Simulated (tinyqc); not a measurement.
UHF in the sto-3g basis, for CH2, spin multiplicity 3, step by step (part 1 of 2). Computed by tinyqc, a small Python program that keeps every step (integrals from PySCF). Settings: charge = 0, multiplicity = 3, basis = sto-3g, energy threshold = 1e-08, iteration cap = 72, orthogonalisation = symmetric, start = Wolfsberg-Helmholz matrix, DIIS depth = 3, DIIS from iteration = 2, damping = 0.2, method = UHF. Command: `OMP_NUM_THREADS=1 python tinyqc.py 23668 23669 out.jsonl` (the two numbers bound the seeds that draw the settings). One thread of a shared host (Intel(R) Xeon(R) Processor @ 2.60GHz), about 0.1 s of CPU time with the checks. Later iterations appear only in the table of the cycle.

## One-electron integrals

Geometry (angstrom):

| atom | x | y | z |
|---|---|---|---|
| C | 0.00000 | 0.00000 | 0.00000 |
| H | 0.00000 | 0.86900 | 0.53400 |
| H | 0.00000 | -0.82100 | 0.50500 |

Basis sto-3g: exponents (1/bohr^2) and contraction coefficients of normalised primitives:

| element | l (shell) | exponent | coefficient |
|---|---|---|---|
| C | s (1) | 71.61684 | 0.15433 |
| C | s (1) | 13.04510 | 0.53533 |
| C | s (1) | 3.53051 | 0.44463 |
| C | s (2) | 2.94125 | -0.09997 |
| C | s (2) | 0.68348 | 0.39951 |
| C | s (2) | 0.22229 | 0.70012 |
| C | p (3) | 2.94125 | 0.15592 |
| C | p (3) | 0.68348 | 0.60768 |
| C | p (3) | 0.22229 | 0.39196 |
| H | s (1) | 3.42525 | 0.15433 |
| H | s (1) | 0.62391 | 0.53533 |
| H | s (1) | 0.16886 | 0.44463 |

Overlap, kinetic and nuclear-attraction integrals over the contracted functions; the nuclear repulsion is the sum of Za Zb / Rab.

nuclear repulsion = 6.7200496 hartree

overlap S:
```
          1C 1s    1C 2s   1C 2px    1C 2py   1C 2pz    2H 1s     3H 1s
1C 1s   1.00000  0.24836  0.00000   0.00000  0.00000  0.07333   0.08354
1C 2s   0.24836  1.00000  0.00000   0.00000  0.00000  0.53172   0.56534
1C 2px  0.00000  0.00000  1.00000   0.00000  0.00000  0.00000   0.00000
1C 2py  0.00000  0.00000  0.00000   1.00000  0.00000  0.41753  -0.43106
1C 2pz  0.00000  0.00000  0.00000   0.00000  1.00000  0.25657   0.26515
2H 1s   0.07333  0.53172  0.00000   0.41753  0.25657  1.00000   0.19413
3H 1s   0.08354  0.56534  0.00000  -0.43106  0.26515  0.19413   1.00000
```

kinetic energy T (hartree):
```
           1C 1s     1C 2s   1C 2px    1C 2py   1C 2pz     2H 1s     3H 1s
1C 1s   15.89112  -0.08589  0.00000   0.00000  0.00000  -0.00695  -0.00225
1C 2s   -0.08589   0.47225  0.00000   0.00000  0.00000   0.13121   0.15285
1C 2px   0.00000   0.00000  1.47773   0.00000  0.00000   0.00000   0.00000
1C 2py   0.00000   0.00000  0.00000   1.47773  0.00000   0.26061  -0.29254
1C 2pz   0.00000   0.00000  0.00000   0.00000  1.47773   0.16014   0.17994
2H 1s   -0.00695   0.13121  0.00000   0.26061  0.16014   0.76003  -0.00222
3H 1s   -0.00225   0.15285  0.00000  -0.29254  0.17994  -0.00222   0.76003
```

nuclear attraction V (hartree):
```
            1C 1s     1C 2s    1C 2px    1C 2py    1C 2pz     2H 1s     3H 1s
1C 1s   -34.72057  -4.45744   0.00000   0.00197  -0.02147  -1.34686  -1.53987
1C 2s    -4.45744  -6.21087   0.00000   0.01209  -0.20618  -2.88925  -3.13196
1C 2px    0.00000   0.00000  -6.06933   0.00000   0.00000   0.00000   0.00000
1C 2py    0.00197   0.01209   0.00000  -6.28745   0.00617  -2.10525   2.22862
1C 2pz   -0.02147  -0.20618   0.00000   0.00617  -6.15177  -1.35095  -1.43019
2H 1s    -1.34686  -2.88925   0.00000  -2.10525  -1.35095  -4.56363  -0.99188
3H 1s    -1.53987  -3.13196   0.00000   2.22862  -1.43019  -0.99188  -4.71653
```

core Hamiltonian H = T + V (hartree):
```
            1C 1s     1C 2s    1C 2px    1C 2py    1C 2pz     2H 1s     3H 1s
1C 1s   -18.82945  -4.54333   0.00000   0.00197  -0.02147  -1.35381  -1.54212
1C 2s    -4.54333  -5.73862   0.00000   0.01209  -0.20618  -2.75804  -2.97911
1C 2px    0.00000   0.00000  -4.59160   0.00000   0.00000   0.00000   0.00000
1C 2py    0.00197   0.01209   0.00000  -4.80972   0.00617  -1.84464   1.93609
1C 2pz   -0.02147  -0.20618   0.00000   0.00617  -4.67405  -1.19080  -1.25025
2H 1s    -1.35381  -2.75804   0.00000  -1.84464  -1.19080  -3.80360  -0.99410
3H 1s    -1.54212  -2.97911   0.00000   1.93609  -1.25025  -0.99410  -3.95650
```

## Two-electron integrals

Functions are numbered as in S; the eight-fold symmetry (ij|kl) = (ji|kl) = (kl|ij) leaves the list below.

Two-electron integrals (ij|kl) in chemists' order, unique and non-zero (hartree):
```
(11|11) 3.54195    (21|11) 0.57692    (21|21) 0.11189    (22|11) 0.85468
(22|21) 0.20528    (22|22) 0.62471    (31|31) 0.02030    (32|31) 0.03086
(32|32) 0.13800    (33|11) 0.85244    (33|21) 0.20534    (33|22) 0.62457
(33|33) 0.67283    (41|41) 0.02030    (42|41) 0.03086    (42|42) 0.13800
(43|43) 0.03627    (44|11) 0.85244    (44|21) 0.20534    (44|22) 0.62457
(44|33) 0.60030    (44|44) 0.67283    (51|51) 0.02030    (52|51) 0.03086
(52|52) 0.13800    (53|53) 0.03627    (54|54) 0.03627    (55|11) 0.85244
(55|21) 0.20534    (55|22) 0.62457    (55|33) 0.60030    (55|44) 0.60030
(55|55) 0.67283    (61|11) 0.17227    (61|21) 0.03316    (61|22) 0.06056
(61|33) 0.06036    (61|41) 0.00174    (61|42) 0.00320    (61|44) 0.06082
(61|51) 0.00107    (61|52) 0.00197    (61|54) 0.00028    (61|55) 0.06053
(61|61) 0.01005    (62|11) 0.37021    (62|21) 0.08990    (62|22) 0.29608
(62|33) 0.28942    (62|41) 0.00727    (62|42) 0.04766    (62|44) 0.30373
(62|51) 0.00446    (62|52) 0.02929    (62|54) 0.00879    (62|55) 0.29482
(62|61) 0.02769    (62|62) 0.17642    (63|31) 0.00966    (63|32) 0.04926
(63|43) 0.00962    (63|53) 0.00591    (63|63) 0.02316    (64|11) 0.25485
(64|21) 0.06275    (64|22) 0.21916    (64|33) 0.20803    (64|41) 0.01413
(64|42) 0.08237    (64|44) 0.23738    (64|51) 0.00275    (64|52) 0.02035
(64|54) 0.01212    (64|55) 0.21185    (64|61) 0.02035    (64|62) 0.15545
(64|64) 0.15768    (65|11) 0.15660    (65|21) 0.03856    (65|22) 0.13467
(65|33) 0.12783    (65|41) 0.00275    (65|42) 0.02035    (65|44) 0.13405
(65|51) 0.01135    (65|52) 0.06176    (65|54) 0.01344    (65|55) 0.14200
(65|61) 0.01250    (65|62) 0.09552    (65|64) 0.08266    (65|65) 0.07396
(66|11) 0.50305    (66|21) 0.12426    (66|22) 0.46081    (66|33) 0.43629
(66|41) 0.01362    (66|42) 0.11588    (66|44) 0.48934    (66|51) 0.00837
(66|52) 0.07121    (66|54) 0.03260    (66|55) 0.45632    (66|61) 0.03899
(66|62) 0.33428    (66|64) 0.32692    (66|65) 0.20089    (66|66) 0.77461
(71|11) 0.19676    (71|21) 0.03784    (71|22) 0.06901    (71|33) 0.06878
(71|41) -0.00198   (71|42) -0.00362   (71|44) 0.06930    (71|51) 0.00122
(71|52) 0.00223    (71|54) -0.00032   (71|55) 0.06898    (71|61) 0.01111
(71|62) 0.02966    (71|64) 0.01961    (71|65) 0.01339    (71|66) 0.04069
(71|71) 0.01309    (72|11) 0.40243    (72|21) 0.09761    (72|22) 0.31903
(72|33) 0.31211    (72|41) -0.00784   (72|42) -0.05031   (72|44) 0.32697
(72|51) 0.00482    (72|52) 0.03095    (72|54) -0.00914   (72|55) 0.31773
(72|61) 0.02826    (72|62) 0.14171    (72|64) 0.08868    (72|65) 0.07439
(72|66) 0.21433    (72|71) 0.03424    (72|72) 0.20129    (73|31) 0.01075
(73|32) 0.05397    (73|43) -0.01029   (73|53) 0.00633    (73|63) 0.01787
(73|73) 0.02721    (74|11) -0.26967   (74|21) -0.06635   (74|22) -0.23002
(74|33) -0.21833   (74|41) 0.01547    (74|42) 0.08818    (74|44) -0.24925
(74|51) -0.00290   (74|52) -0.02104   (74|54) 0.01269    (74|55) -0.22224
(74|61) -0.01814   (74|62) -0.08531   (74|64) -0.03663   (74|65) -0.04380
(74|66) -0.11540   (74|71) -0.02456   (74|72) -0.17292   (74|74) 0.17314
(75|11) 0.16588    (75|21) 0.04081    (75|22) 0.14149    (75|33) 0.13429
(75|41) -0.00290   (75|42) -0.02104   (75|44) 0.14066    (75|51) 0.01254
(75|52) 0.06691    (75|54) -0.01421   (75|55) 0.14936    (75|61) 0.01247
(75|62) 0.07312    (75|64) 0.04465    (75|65) 0.05545    (75|66) 0.11836
(75|71) 0.01511    (75|72) 0.10636    (75|74) -0.08976   (75|75) 0.08242
(76|11) 0.12494    (76|21) 0.03038    (76|22) 0.10249    (76|33) 0.09990
(76|41) 0.00005    (76|42) 0.00050    (76|44) 0.10293    (76|51) 0.00252
(76|52) 0.01713    (76|54) 0.00014    (76|55) 0.10453    (76|61) 0.00915
(76|62) 0.05549    (76|64) 0.04234    (76|65) 0.03294    (76|66) 0.09872
(76|71) 0.01041    (76|72) 0.05876    (76|74) -0.04314   (76|75) 0.03423
(76|76) 0.02055    (77|11) 0.52821    (77|21) 0.13030    (77|22) 0.47684
(77|33) 0.45173    (77|41) -0.01466   (77|42) -0.11975   (77|44) 0.50603
(77|51) 0.00902    (77|52) 0.07366    (77|54) -0.03340   (77|55) 0.47227
(77|61) 0.03742    (77|62) 0.20542    (77|64) 0.11524    (77|65) 0.11544
(77|66) 0.30985    (77|71) 0.04662    (77|72) 0.36062    (77|74) -0.34463
(77|75) 0.21198    (77|76) 0.09872    (77|77) 0.77461
```

## Orthogonalisation

S = U s U^T; symmetric (Loewdin) form X = U s^(-1/2) U^T, so that X^T S X = 1.

eigenvalues of S: 0.21693  0.29875  0.87386  1.00000  1.08412  1.51029  2.01604

X:
```
           1C 1s     1C 2s   1C 2px    1C 2py    1C 2pz     2H 1s     3H 1s
1C 1s    1.02729  -0.16021  0.00000   0.00065  -0.01440   0.02715   0.02698
1C 2s   -0.16021   1.42749  0.00000  -0.02711   0.18806  -0.41219  -0.47256
1C 2px   0.00000   0.00000  1.00000   0.00000   0.00000   0.00000   0.00000
1C 2py   0.00065  -0.02711  0.00000   1.24625  -0.01065  -0.34196   0.37724
1C 2pz  -0.01440   0.18806  0.00000  -0.01065   1.08773  -0.19583  -0.21818
2H 1s    0.02715  -0.41219  0.00000  -0.34196  -0.19583   1.33583  -0.04345
3H 1s    0.02698  -0.47256  0.00000   0.37724  -0.21818  -0.04345   1.40016
```

## Starting guess

The start is the generalised Wolfsberg-Helmholz matrix (K = 1.75) built on H; D(s) = C_occ C_occ^T for each spin.

D(alpha) at the start:
```
           1C 1s     1C 2s   1C 2px    1C 2py    1C 2pz     2H 1s     3H 1s
1C 1s    1.03178  -0.09743  0.00000  -0.00171   0.07185  -0.08678  -0.09177
1C 2s   -0.09743   0.44493  0.00000   0.01178  -0.25222   0.17434   0.17923
1C 2px   0.00000   0.00000  1.00000   0.00000   0.00000   0.00000   0.00000
1C 2py  -0.00171   0.01178  0.00000   0.48243   0.00281   0.21802  -0.21079
1C 2pz   0.07185  -0.25222  0.00000   0.00281   0.89890   0.05657   0.05785
2H 1s   -0.08678   0.17434  0.00000   0.21802   0.05657   0.19574   0.01046
3H 1s   -0.09177   0.17923  0.00000  -0.21079   0.05785   0.01046   0.20708
```

D(beta) at the start:
```
           1C 1s     1C 2s   1C 2px    1C 2py    1C 2pz     2H 1s     3H 1s
1C 1s    1.01696  -0.04837  0.00000  -0.00126  -0.04029  -0.08468  -0.08977
1C 2s   -0.04837   0.28254  0.00000   0.01026   0.11897   0.16740   0.17260
1C 2px   0.00000   0.00000  0.00000   0.00000   0.00000   0.00000   0.00000
1C 2py  -0.00126   0.01026  0.00000   0.48241   0.00627   0.21796  -0.21085
1C 2pz  -0.04029   0.11897  0.00000   0.00627   0.05049   0.07245   0.07298
2H 1s   -0.08468   0.16740  0.00000   0.21796   0.07245   0.19544   0.01017
3H 1s   -0.08977   0.17260  0.00000  -0.21085   0.07298   0.01017   0.20681
```

## Iteration 1: building the Fock matrix

J_ij = sum D_kl (ij|kl) with D = D(alpha) + D(beta), K_ij = sum D_kl (ik|jl) for each spin; F = H + J - K(s); E = tr D H + tr D J / 2 - 0.5 sum_s tr D(s) K(s) + E_nn.

Coulomb J (hartree):
```
           1C 1s     1C 2s   1C 2px    1C 2py    1C 2pz    2H 1s     3H 1s
1C 1s   11.55393   2.23717  0.00000  -0.00071   0.01686  0.66548   0.75941
1C 2s    2.23717   5.18547  0.00000  -0.00372   0.13347  2.47408   2.66911
1C 2px   0.00000   0.00000  5.12998   0.00000   0.00000  0.00000   0.00000
1C 2py  -0.00071  -0.00372  0.00000   5.24561  -0.00119  1.83323  -1.92797
1C 2pz   0.01686   0.13347  0.00000  -0.00119   5.16458  1.16374   1.22547
2H 1s    0.66548   2.47408  0.00000   1.83323   1.16374  3.91010   0.85919
3H 1s    0.75941   2.66911  0.00000  -1.92797   1.22547  0.85919   4.04117
```

exchange K(alpha) (hartree):
```
          1C 1s     1C 2s   1C 2px    1C 2py    1C 2pz    2H 1s     3H 1s
1C 1s   3.60609   0.66518  0.00000   0.00027   0.00486  0.20191   0.22985
1C 2s   0.66518   0.99416  0.00000  -0.00319  -0.02639  0.53230   0.56854
1C 2px  0.00000   0.00000  0.85261   0.00000   0.00000  0.00000   0.00000
1C 2py  0.00027  -0.00319  0.00000   0.80221  -0.00239  0.37209  -0.38470
1C 2pz  0.00486  -0.02639  0.00000  -0.00239   0.85405  0.21411   0.22300
2H 1s   0.20191   0.53230  0.00000   0.37209   0.21411  0.64405   0.19859
3H 1s   0.22985   0.56854  0.00000  -0.38470   0.22300  0.19859   0.68599
```

exchange K(beta) (hartree):
```
           1C 1s     1C 2s   1C 2px    1C 2py    1C 2pz    2H 1s     3H 1s
1C 1s    3.55512   0.61342  0.00000   0.00030  -0.00287  0.18401   0.20991
1C 2s    0.61342   0.65022  0.00000  -0.00428   0.23946  0.44375   0.47129
1C 2px   0.00000   0.00000  0.12836   0.00000   0.00000  0.00000   0.00000
1C 2py   0.00030  -0.00428  0.00000   0.71398  -0.00021  0.35402  -0.36547
1C 2pz  -0.00287   0.23946  0.00000  -0.00021   0.23457  0.21734   0.22720
2H 1s    0.18401   0.44375  0.00000   0.35402   0.21734  0.60214   0.16630
3H 1s    0.20991   0.47129  0.00000  -0.36547   0.22720  0.16630   0.63670
```

F(alpha) (hartree):
```
            1C 1s     1C 2s    1C 2px    1C 2py    1C 2pz     2H 1s     3H 1s
1C 1s   -10.88160  -2.97134   0.00000   0.00099  -0.00948  -0.89023  -1.01256
1C 2s    -2.97134  -1.54731   0.00000   0.01156  -0.04633  -0.81626  -0.87855
1C 2px    0.00000   0.00000  -0.31423   0.00000   0.00000   0.00000   0.00000
1C 2py    0.00099   0.01156   0.00000  -0.36631   0.00737  -0.38350   0.39282
1C 2pz   -0.00948  -0.04633   0.00000   0.00737  -0.36351  -0.24117  -0.24778
2H 1s    -0.89023  -0.81626   0.00000  -0.38350  -0.24117  -0.53754  -0.33351
3H 1s    -1.01256  -0.87855   0.00000   0.39282  -0.24778  -0.33351  -0.60132
```

F(beta) (hartree):
```
            1C 1s     1C 2s   1C 2px    1C 2py    1C 2pz     2H 1s     3H 1s
1C 1s   -10.83064  -2.91959  0.00000   0.00096  -0.00174  -0.87233  -0.99263
1C 2s    -2.91959  -1.20338  0.00000   0.01265  -0.31218  -0.72770  -0.78130
1C 2px    0.00000   0.00000  0.41002   0.00000   0.00000   0.00000   0.00000
1C 2py    0.00096   0.01265  0.00000  -0.27808   0.00519  -0.36543   0.37359
1C 2pz   -0.00174  -0.31218  0.00000   0.00519   0.25596  -0.24440  -0.25198
2H 1s    -0.87233  -0.72770  0.00000  -0.36543  -0.24440  -0.49563  -0.30121
3H 1s    -0.99263  -0.78130  0.00000   0.37359  -0.25198  -0.30121  -0.55203
```

total energy of this density = -38.3392207 hartree

This density is the starting one.

## Iteration 1: diagonalisation and new density

Diagonalise F' = X^T F X, C = X C', fill 5 alpha and 3 beta electrons from the bottom; D(s) = C_occ C_occ^T; the new density keeps 0.2 of the old one (damping). Each column has its largest component positive (the first on a tie).

F' = X^T F X (alpha) (hartree):
```
           1         2         3         4         5         6         7
1  -10.63733  -1.58030   0.00000  -0.00327  -0.03388  -0.14912  -0.19613
2   -1.58030  -0.50924   0.00000  -0.01746   0.21983  -0.52772  -0.58405
3    0.00000   0.00000  -0.31423   0.00000   0.00000   0.00000   0.00000
4   -0.00327  -0.01746   0.00000   0.06580  -0.00430  -0.48731   0.51182
5   -0.03388   0.21983   0.00000  -0.00430  -0.22621  -0.24931  -0.26747
6   -0.14912  -0.52772   0.00000  -0.48731  -0.24931   0.10328  -0.10972
7   -0.19613  -0.58405   0.00000   0.51182  -0.26747  -0.10972   0.12785
```

orbital energies (alpha) (hartree): MO1 -10.89026, MO2 -0.88632, MO3 -0.56507, MO4 -0.39382, MO5 -0.31423, MO6 0.78019, MO7 0.87943

coefficients C (alpha):
```
             MO1       MO2       MO3       MO4      MO5       MO6       MO7
1C 1s    0.99140  -0.23363  -0.00586   0.09123  0.00000   0.16862   0.09173
1C 2s    0.03925   0.67969   0.03248  -0.43954  0.00000  -1.16120  -0.69752
1C 2px   0.00000   0.00000   0.00000   0.00000  1.00000   0.00000   0.00000
1C 2py  -0.00060  -0.01491   0.59042   0.00733  0.00000  -0.54703   1.07941
1C 2pz   0.00598   0.06951  -0.00970   0.87158  0.00000  -0.63797  -0.36495
2H 1s   -0.00954   0.24933   0.40492   0.16736  0.00000   1.31019  -0.37610
3H 1s   -0.01037   0.27578  -0.38793   0.15705  0.00000   0.43895   1.39007
```

F' = X^T F X (beta) (hartree):
```
           1         2        3         4         5         6         7
1  -10.59246  -1.57579  0.00000  -0.00349   0.00904  -0.15075  -0.19753
2   -1.57579  -0.15023  0.00000  -0.01714  -0.03795  -0.50393  -0.55674
3    0.00000   0.00000  0.41002   0.00000   0.00000   0.00000   0.00000
4   -0.00349  -0.01714  0.00000   0.17274  -0.00728  -0.49545   0.52079
5    0.00904  -0.03795  0.00000  -0.00728   0.40545  -0.26520  -0.28460
6   -0.15075  -0.50393  0.00000  -0.49545  -0.26520   0.11456  -0.10856
7   -0.19753  -0.55674  0.00000   0.52079  -0.28460  -0.10856   0.14126
```

orbital energies (beta) (hartree): MO1 -10.83675, MO2 -0.73540, MO3 -0.51424, MO4 0.35536, MO5 0.41002, MO6 0.86719, MO7 0.95516

coefficients C (beta):
```
             MO1       MO2       MO3       MO4      MO5       MO6       MO7
1C 1s    0.99293  -0.19771  -0.00510   0.15365  0.00000   0.14767   0.11063
1C 2s    0.03255   0.51063   0.02618  -0.70793  0.00000  -1.01900  -0.83108
1C 2px   0.00000   0.00000   0.00000   0.00000  1.00000   0.00000   0.00000
1C 2py  -0.00050  -0.01945   0.54877  -0.01236  0.00000  -0.70101   1.01003
1C 2pz   0.00490   0.19929   0.01002   0.75685  0.00000  -0.66557  -0.49914
2H 1s   -0.00790   0.32143   0.44605   0.21891  0.00000   1.31225  -0.20001
3H 1s   -0.00856   0.35964  -0.41299   0.20791  0.00000   0.22482   1.40802
```

D(alpha) after iteration 1:
```
           1C 1s     1C 2s   1C 2px    1C 2py    1C 2pz     2H 1s     3H 1s
1C 1s    1.04301  -0.14762  0.00000  -0.00027   0.06977  -0.06121  -0.06484
1C 2s   -0.14762   0.61520  0.00000   0.00699  -0.31919   0.12181   0.12017
1C 2px   0.00000   0.00000  1.00000   0.00000   0.00000   0.00000   0.00000
1C 2py  -0.00027   0.00699  0.00000   0.37558   0.00026   0.23287  -0.22776
1C 2pz   0.06977  -0.31919  0.00000   0.00026   0.79146   0.13868   0.13937
2H 1s   -0.06121   0.12181  0.00000   0.23287   0.13868   0.24252  -0.04746
3H 1s   -0.06484   0.12017  0.00000  -0.22776   0.13937  -0.04746   0.24247
```

D(beta) after iteration 1:
```
           1C 1s     1C 2s   1C 2px    1C 2py    1C 2pz     2H 1s     3H 1s
1C 1s    1.02340  -0.06469  0.00000   0.00018  -0.03573  -0.07587  -0.07995
1C 2s   -0.06469   0.26650  0.00000   0.00559   0.10554   0.17392   0.17257
1C 2px   0.00000   0.00000  0.00000   0.00000   0.00000   0.00000   0.00000
1C 2py   0.00018   0.00559  0.00000   0.33771   0.00255   0.23442  -0.22907
1C 2pz  -0.03573   0.10554  0.00000   0.00255   0.04197   0.06928   0.06859
2H 1s   -0.07587   0.17392  0.00000   0.23442   0.06928   0.28096  -0.05280
3H 1s   -0.07995   0.17257  0.00000  -0.22907   0.06859  -0.05280   0.28135
```
